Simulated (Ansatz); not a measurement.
# A-type hexagonal Nd2O3

Level of theory: LDA (Ansatz, a program for electronic structure, PAW).

Settings: plane-wave cutoff 520 eV, 12×12×6 k mesh (along the axes of the cell as run), Fermi–Dirac smearing 0.01 eV, spin-polarised start, scalar-relativistic PAW data made under PBE.

Cell: relaxed at this level.

* **equilibrium volume per atom**: 13.79 Å³/atom
* **bulk modulus**: 133 GPa
* **lattice parameter a**: 3.727 Å
* **lattice parameter c**: 5.732 Å

Note: the magnetic order was assumed, not searched for or taken from measurement; the relaxation could not lower the start's symmetry, so the cell can be a saddle point above a distorted one; the 4f shell is treated without U or exact exchange, so its levels and filling can be wrong; the bulk modulus comes from volumes at which shape and atoms were relaxed; functionals without U or exact exchange can leave correlated insulators metallic, so the missing gap need not be real.

Spin–orbit coupling is not included; it can open a gap where bands touch, and shift volumes and moduli.

Computed values are for the static lattice.

Cost on a shared machine: very roughly 30 core-minutes.
